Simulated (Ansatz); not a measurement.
C$_{4}$H$_{9}$NO (`CCCC(N)=O`), 15 atoms. The species carries charge 0 and has multiplicity 1. Hardware: A = 2 threads of an AMD EPYC 7R13 on a shared host; B = 2 threads of an AMD EPYC 7R13 on a shared host and a share of an NVIDIA H100 80 GB. Correlated methods freeze the cores. Open-shell runs search over several starts.

**Question.** How many basis functions does each run have, and how long does it take in Ansatz? UKS PBE0-D4/def2-TZVPP energy of the cation [B]; RKS PBE0-D4/def2-QZVPP energy [B]; RKS PBE0-D4/def2-TZVP frequencies [B]; RKS PBE0-D4/def2-SVP energy [A]; RKS ωB97M-V/def2-SVP energy [A]; RKS PBE0-D4/def2-TZVP relaxation (10 steps) [B]; RKS r2SCAN-D4/def2-TZVPP energy and forces [B]; RKS ωB97M-V/def2-QZVPP energy [B]; UHF-CCSD(T)/def2-TZVPP energy of the cation [B]; UKS B3LYP-D4/def2-TZVPP energy of the cation [B]; RKS revPBE-D4/def2-TZVPP energy [B]; direct RPA on PBE orbitals/def2-TZVPP energy [B]. (Best estimate.)

**Answer.** The calculation gave: Other jobs shared the machine, so times are rough.

```csv
level,job,functions,wall time,peak host memory (GiB)
RKS PBE0-D4/def2-SVP,energy [A],129,2 s,0.33
RKS r2SCAN-D4/def2-TZVPP,energy and forces [B],312,2.8 s,0.86
RKS revPBE-D4/def2-TZVPP,energy [B],312,3.5 s,0.83
RKS ωB97M-V/def2-SVP,energy [A],129,6.5 s,0.43
direct RPA on PBE orbitals/def2-TZVPP,energy [B],312,6.5 s,1.4
RKS PBE0-D4/def2-QZVPP,energy [B],612,6.5 s,1.1
UKS B3LYP-D4/def2-TZVPP,energy of the cation [B],312,9 s,0.89
RKS ωB97M-V/def2-QZVPP,energy [B],612,10 s,1.2
UKS PBE0-D4/def2-TZVPP,energy of the cation [B],312,11 s,0.88
RKS PBE0-D4/def2-TZVP,relaxation (10 steps) [B],240,19 s,0.86
UHF-CCSD(T)/def2-TZVPP,energy of the cation [B],312,40 s,1.4
RKS PBE0-D4/def2-TZVP,frequencies [B],240,120 s,0.86
```

B3LYP here is the variant with VWN-RPA as its local correlation; programs differ in this.
